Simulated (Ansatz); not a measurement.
Cost and result for the atomization energy of C4H7Cl (`C=CCCCl`) (12 atoms, 11 bonds).

Z-matrix (Å, degrees):
```
C
C 1 1.492
C 1 1.517 2 113.7
H 1 1.096 2 109.7 3 120.5
H 1 1.096 2 110.1 3 -121.8
C 2 1.325 1 124.4 3 -120.0
H 2 1.087 1 116.0 3 59.6
Cl 3 1.788 1 112.1 2 -65.0
H 3 1.089 1 111.1 2 176.3
H 3 1.090 1 111.4 2 54.3
H 6 1.084 2 121.5 1 179.9
H 6 1.086 2 121.6 1 -0.4
```

Total charge 0; spin multiplicity 1. The geometry is a stationary point of PBE0-D4/def2-TZVP. It is one conformer, not always the lowest. Program: Ansatz. All runs use 4 threads of an Arm Neoverse V1 on a shared host. Times are those of one run each, without the atoms' runs, and a repeat can differ threefold. Electronic energies, without spin–orbit coupling; frozen cores. CCSD(T)/CBS adds CCSD(T) − MP2 in def2-TZVPP to the MP2 limit, and its time is that of the two runs behind it. T1 = 0.010. B3LYP takes the VWN-RPA correlation (the form of Gaussian; ORCA's B3LYP/G).

CCSD(T)/CBS is a level of theory with its own doubt, some kJ/mol a heavy atom from the limit and from the frozen cores, so smaller differences don't rank the functionals.

```csv
level,functions,wall time
LDA (SPW92)/def2-TZVPP,264,1.2 s
BLYP-D4/def2-TZVPP,264,2.1 s
PBE-D4/def2-TZVPP (with forces),264,2.5 s
PBE0-D4/def2-TZVPP,264,3 s
CAM-B3LYP-D4/def2-TZVPP,264,3.4 s
B3LYP-D4/def2-TZVPP (with forces),264,4.8 s
B2PLYP/def2-TZVPP,264,5.5 s
CCSD(T)/def2-SVP,109,5.5 s
ωB97X-V/def2-TZVPP,264,8 s
B97M-V/def2-TZVPP,264,9 s
MP2/def2-QZVPP,508,26 s
CCSD(T)/def2-TZVPP,264,3 min
CCSD(T)/CBS(def2),–,3.4 min
```

Question: What atomization energy does each give, and how far from CCSD(T)/CBS? (Estimate.)

Answer: The calculation gave: 
```tsv
level	atomization (kJ/mol)	difference from CCSD(T)/CBS	per bond
LDA (SPW92)/def2-TZVPP	5412.0	670.9	61.0
BLYP-D4/def2-TZVPP	4726.7	-14.4	-1.3
PBE-D4/def2-TZVPP (with forces)	4856.4	115.3	10.5
PBE0-D4/def2-TZVPP	4788.1	47.0	4.3
CAM-B3LYP-D4/def2-TZVPP	4756.9	15.8	1.4
B3LYP-D4/def2-TZVPP (with forces)	4743.7	2.6	0.2
B2PLYP/def2-TZVPP	4698.2	-42.9	-3.9
CCSD(T)/def2-SVP	4550.3	-190.8	-17.3
ωB97X-V/def2-TZVPP	4745.1	4.0	0.4
B97M-V/def2-TZVPP	4755.3	14.2	1.3
MP2/def2-QZVPP	4764.8	23.7	2.2
CCSD(T)/def2-TZVPP	4634.1	-107.0	-9.7
CCSD(T)/CBS(def2)	4741.1	0.0	0.0
```

From r2SCAN to r2SCAN0 (25 % exact exchange), in def2-TZVPP and without D4, the atomization energy moves by −52.9 kJ/mol: exact exchange takes away binding that semilocal exchange gives to molecules. In def2-TZVPP, CCSD(T) changes the Hartree–Fock value by +1081.9 kJ/mol (the triples alone add +67.7 kJ/mol) and MP2 by +1149.9 kJ/mol; breaking electron pairs costs correlation energy, which Hartree–Fock lacks. The D4 term adds +37.3 kJ/mol with B3LYP and +19.7 kJ/mol with PBE0; it sums over pairs of atoms, weighted by their polarisabilities, and B3LYP, whose exchange is more repulsive, gets the larger term.
